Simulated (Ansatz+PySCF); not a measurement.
Two shapes of singlet H2F2.

Shape 1:

```xyz
4

F     0.0000   -0.3843   -1.1941
H     0.0000    0.4552   -0.7986
F     0.0000    0.3843    1.1941
H     0.0000   -0.4552    0.7986
```

Shape 2:

```xyz
4

F     0.0000   -0.4150   -1.2896
H     0.0000    0.4916   -0.8625
F     0.0000    0.4150    1.2896
H     0.0000   -0.4916    0.8625
```

Basis set: def2-SVP (spherical functions). Correlated methods keep 2 orbitals frozen. Charge 0, multiplicity 1.

Computed with Ansatz (development build ahead of 0.2.0); each method stands on the lowest determinant of its kind that the runs found.

**Question.** Which shape is lower in energy, and by how much in each method?

**Answer.**

```json
{"method": "RHF", "E(2) − E(1) (eV)": "0.465"}
{"method": "UHF", "E(2) − E(1) (eV)": "0.465"}
{"method": "UHF-MP2", "E(2) − E(1) (eV)": "0.302"}
{"method": "RHF-CCSD", "E(2) − E(1) (eV)": "0.309"}
{"method": "UHF-CCSD", "E(2) − E(1) (eV)": "0.309"}
```

Shape 1 is lower.
